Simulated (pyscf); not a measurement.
**Routes from ethane (H₃C–CH₃) + methylene (CH₂) [triplet]**

Candidate steps break at most two bonds and form at most two. Each was searched with GFN2-xTB (tblite) first. Optimised with ωB97X-D3(BJ)/def2-SVP in PySCF. Correlated levels are frozen-core, on RHF or UHF. ΔMP2 is the change of the MP2 total energy from the triple- to the quadruple-zeta basis. Energies: CCSD(T)/def2-TZVPP + ΔMP2(QZVPP), kcal/mol, from the separated reactants, triplet surface; ΔG‡ with ideal gas, 1 atm, RRHO with modes under 100 cm⁻¹ raised to 100, one conformer, R ln 2 for chiral ones without a mode under 150 cm⁻¹.

| products | type | ΔE‡ | ΔE | ΔG‡ 298 K | ΔG‡ 900 K | ν‡ (cm⁻¹) |
|---|---|---|---|---|---|---|
| •H₂C–CH₃ + CH₃• | hydrogen abstraction (C–H broken, C–H formed) | 10.5 | -7.7 | 15.6 | 30.0 | 1432i |
| •H₂C–CH₃ + CH₃• | substitution at C (C–C broken, C–C formed) | 44.5 | -7.7 | 52.0 | 66.9 | 1225i |

Plain bond fissions and candidates not yet searched are not listed, and one of them may be faster. Each barrier is that of the saddle found; lower ones may exist. The CCSD(T) − MP2 part came from Ansatz, without density fitting, on the same reference. A UHF reference is spin-contaminated (<S²> up to 2.13), which harms MP2 most.
